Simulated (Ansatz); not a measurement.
For zinc-blende BAs, BLYP in Ansatz (plane waves, PAW) gives:

| Property | Value |
|---|---|
| lattice parameter a | 4.872 Å |
| bulk modulus | 117 GPa |
| cohesive energy | 4.08 eV/atom |
| band gap at the measured cell | 1.41 eV |

### Question
What does HSE06 (Ansatz, an electronic-structure program, PAW) give for the same quantities?

### Answer

- lattice constant a: 4.772 Å (drops by 2.1 %)
- bulk modulus: 146 GPa (goes up by 25 %)
- cohesive energy: 4.60 eV/atom (goes up by 0.52 eV/atom)
- band gap at the measured cell: 1.82 eV (increases by 0.41 eV)

For comparison: lattice constant a 4.777 Å (measured, room temperature, no zero-point or thermal correction; as tabulated in Lucero et al. (2012), arXiv:1111.4515); bulk modulus 142 GPa (measured, temperature not stated, not corrected to a static lattice; as tabulated in PMC11618452 (zinc blende boron arsenide), quoting Tian et al.); band gap 1.82 eV (measured, room temperature, no zero-point or thermal correction, indirect, absorption edge, our sources range from 1.50 to 1.82; as tabulated in Kang et al. (2019), arXiv:1911.11281).

Changes are worked out from the printed values.

Unless a cell is named, each level is at its own relaxed cell (BLYP 14.45, HSE06 13.58 Å³/atom).

Levels without +SOC have no spin–orbit coupling; where heavier elements are present it shifts gaps, mostly down, and can invert bands. Density-functional gaps are differences of (generalised) Kohn–Sham levels.

Ansatz's density-functional and Hartree–Fock values are scalar-relativistic unless marked +SOC, with PAW data made under PBE.
